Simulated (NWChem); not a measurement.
A series in which one site is exchanged, each optimised at PBE0/def2-SVP with NWChem, gas phase unless a solvent is named. For some, no frequency run checked for a minimum. def2 effective core potentials on Te; no spin-orbit coupling.

A: O[TeH] (H2TeO; site = Te)
B: [OH][MgH] (MgH$_{2}$O; site = Mg)
C: [OH][ZnH] (ZnH2O; site = Zn)
D: OO (H2O2; site = O)

Values for A:

| Property | Result |
|---|---|
| dipole (D), PBE0/def2-SVP | 1.73 |
| orbital gap (eV), PBE0/def2-SVP | 4.70 |
| static polarisability, PBE0/def2-SVPD (bohr³) | 47.0 |
| lowest singlet excitation, PBE0/def2-SVPD, TDA (eV) | 3.06 |

Question: How do these values change for the other members?

Answer: 
```
change from A                                            B      C      D
---------------------------------------------------  -----  -----  -----
dipole (D), PBE0/def2-SVP                            -0.94  -0.17  +0.07
orbital gap (eV), PBE0/def2-SVP                      +2.62  +3.05  +4.40
static polarisability, PBE0/def2-SVPD (bohr³)        -14.8  -17.1  -32.5
lowest singlet excitation, PBE0/def2-SVPD, TDA (eV)  +2.90  +3.12  +3.31
```
